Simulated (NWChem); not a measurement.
**Total energies of F**

```xyz
1

F      0.0000     0.0000     0.0000
```
Charge 0, spin multiplicity 2.

Everything below was run with NWChem.

Basis set: 3-21G (9 functions).

```json
[
 {"method": "UHF", "total energy (Ha)": "-98.84501"},
 {"method": "UMP2", "total energy (Ha)": "-98.92337"},
 {"method": "UB2PLYP", "total energy (Ha)": "-99.10219"},
 {"method": "UPBE", "total energy (Ha)": "-99.07704"},
 {"method": "UB3LYP", "total energy (Ha)": "-99.18219"},
 {"method": "UPBE0", "total energy (Ha)": "-99.09320"}
]
```

Total energies of different functionals aren't comparable as a measure of quality: only differences taken within one method are. 

The correlated methods keep 1 core orbital frozen. B3LYP has NWChem's definition, with VWN1-RPA local correlation. The stability of the SCF solutions was not checked. Open-shell Hartree-Fock references start from PBE0 orbitals.
